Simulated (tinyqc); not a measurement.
Extended Hueckel theory, for LiF, step by step. Computed by tinyqc, a small Python program that keeps every step (integrals from PySCF). Settings: charge = 0, K = 2.0, weighted = 1, multiplicity = 1. Command: `OMP_NUM_THREADS=1 python tinyqc.py 24108 24109 out.jsonl` (the two numbers bound the seeds that draw the settings). One thread of a shared host (Intel(R) Xeon(R) Processor @ 2.60GHz), about 0.01 s of CPU time with the checks.

## Overlaps

Geometry (angstrom):
```
atom        x        y        z
Li    0.00000  0.00000  0.00000
F     0.00000  0.00000  1.59700
```

Parameters chosen for this run:
```
element  shell  Slater exponent  H_ii (eV)
F           2s          2.42500  -40.00000
F           2p          2.42500  -18.10000
Li          2s          0.65000   -5.40000
Li          2p          0.65000   -3.50000
```

Slater orbitals, each expanded in six Gaussians scaled to its exponent.

overlap S, order 1Li 2s, 1Li 2px, 1Li 2py, 1Li 2pz, 2F 2s, 2F 2px, 2F 2py, 2F 2pz:
$$\begin{pmatrix}
1.00000 & 0.00000 & 0.00000 & 0.00000 & 0.27124 & 0.00000 & 0.00000 & -0.07002 \\
0.00000 & 1.00000 & 0.00000 & 0.00000 & 0.00000 & 0.13278 & 0.00000 & 0.00000 \\
0.00000 & 0.00000 & 1.00000 & 0.00000 & 0.00000 & 0.00000 & 0.13278 & 0.00000 \\
0.00000 & 0.00000 & 0.00000 & 1.00000 & 0.40934 & 0.00000 & 0.00000 & -0.07716 \\
0.27124 & 0.00000 & 0.00000 & 0.40934 & 1.00000 & 0.00000 & 0.00000 & 0.00000 \\
0.00000 & 0.13278 & 0.00000 & 0.00000 & 0.00000 & 1.00000 & 0.00000 & 0.00000 \\
0.00000 & 0.00000 & 0.13278 & 0.00000 & 0.00000 & 0.00000 & 1.00000 & 0.00000 \\
-0.07002 & 0.00000 & 0.00000 & -0.07716 & 0.00000 & 0.00000 & 0.00000 & 1.00000
\end{pmatrix}$$

## Wolfsberg-Helmholz matrix

diagonal H_ii (eV): 1Li 2s -5.40000, 1Li 2px -3.50000, 1Li 2py -3.50000, 1Li 2pz -3.50000, 2F 2s -40.00000, 2F 2px -18.10000, 2F 2py -18.10000, 2F 2pz -18.10000

K = 2.00000

H_ij = K' S_ij (H_ii + H_jj)/2 for i != j (the diagonal keeps H_ii), with K' = K + D^2 + D^4 (1 - K), D = (H_ii - H_jj)/(H_ii + H_jj), K = 2.

H (eV), order 1Li 2s, 1Li 2px, 1Li 2py, 1Li 2pz, 2F 2s, 2F 2px, 2F 2py, 2F 2pz:
$$\begin{pmatrix}
-5.40000 & 0.00000 & 0.00000 & 0.00000 & -13.81313 & 0.00000 & 0.00000 & 1.81565 \\
0.00000 & -3.50000 & 0.00000 & 0.00000 & 0.00000 & -3.22397 & 0.00000 & 0.00000 \\
0.00000 & 0.00000 & -3.50000 & 0.00000 & 0.00000 & 0.00000 & -3.22397 & 0.00000 \\
0.00000 & 0.00000 & 0.00000 & -3.50000 & -19.66129 & 0.00000 & 0.00000 & 1.87353 \\
-13.81313 & 0.00000 & 0.00000 & -19.66129 & -40.00000 & 0.00000 & 0.00000 & 0.00000 \\
0.00000 & -3.22397 & 0.00000 & 0.00000 & 0.00000 & -18.10000 & 0.00000 & 0.00000 \\
0.00000 & 0.00000 & -3.22397 & 0.00000 & 0.00000 & 0.00000 & -18.10000 & 0.00000 \\
1.81565 & 0.00000 & 0.00000 & 1.87353 & 0.00000 & 0.00000 & 0.00000 & -18.10000
\end{pmatrix}$$

## Orbitals

valence electrons = 8

Solve H C = S C e through S^(-1/2); fill by pairs from the bottom, a degenerate level sharing its electrons equally; each orbital has its largest coefficient positive (the first on a tie).

orbital energies (eV): [-40.48785, -18.14531, -18.14531, -18.12305, -4.80756, -2.97082, -2.97082, 14.13836]

occupations: [2.00000, 2.00000, 2.00000, 2.00000, 0.00000, 0.00000, 0.00000, 0.00000]

coefficients, order 1Li 2s, 1Li 2px, 1Li 2py, 1Li 2pz, 2F 2s, 2F 2px, 2F 2py, 2F 2pz:
$$\begin{pmatrix}
0.07628 & 0.00000 & 0.00000 & -0.02863 & 0.84890 & 0.00000 & 0.00000 & 0.61446 \\
0.00000 & 0.01694 & 0.05246 & 0.00000 & 0.00000 & 0.99542 & 0.15505 & 0.00000 \\
0.00000 & 0.05246 & -0.01694 & 0.00000 & 0.00000 & -0.15505 & 0.99542 & 0.00000 \\
0.07895 & 0.00000 & 0.00000 & -0.01540 & -0.52837 & 0.00000 & 0.00000 & 0.97274 \\
0.94242 & 0.00000 & 0.00000 & 0.02027 & -0.03610 & 0.00000 & 0.00000 & -0.65755 \\
0.00000 & 0.30449 & 0.94326 & 0.00000 & 0.00000 & -0.18617 & -0.02900 & 0.00000 \\
0.00000 & 0.94326 & -0.30449 & 0.00000 & 0.00000 & 0.02900 & -0.18617 & 0.00000 \\
0.00788 & 0.00000 & 0.00000 & 0.99636 & 0.03473 & 0.00000 & 0.00000 & 0.14292
\end{pmatrix}$$

sum of one-electron energies = -189.80305 eV

Within a degenerate level the vectors are fixed only up to a rotation; this is one choice.

## Mulliken analysis

P = C n C^T; charge = valence electrons (F 7, Li 1) minus the sum of (P S)_ii on the atom; overlap population = 2 sum P_ij S_ij between two atoms.

charges: 1Li 0.82708, 2F -0.82708

Overlap populations:
```
pair     value
2-1   0.269088
```
